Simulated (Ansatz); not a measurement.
A calculation with Ansatz (development build ahead of 0.2.0).

```yaml
crystal:
  periodic: [false, false, false]
  atoms:
    - { symbol: P, position_ang: [0.00656, 0.00255, 0.12307] }
    - { symbol: H, position_ang: [1.19442, -0.00898, -0.65475] }
    - { symbol: H, position_ang: [-0.59569, 1.02663, -0.64967] }
    - { symbol: H, position_ang: [-0.59045, -1.03435, -0.65684] }
basis:
  gaussian: { orbitals: cc-pVTZ }
hamiltonian:
  xc: hf
correlation:
  method: mp2
  frozen_orbitals: { H: 0, P: 5 }
```

The input is written out in the form of the current development build from the run's settings.

Output:

```yaml
Converged: yes
Reference_energy: -342.48705 hartree
Correlation_energy: -0.17035 hartree
Total_energy: -342.65740 hartree
Spin_squared_of_the_determinant: 0.000
```
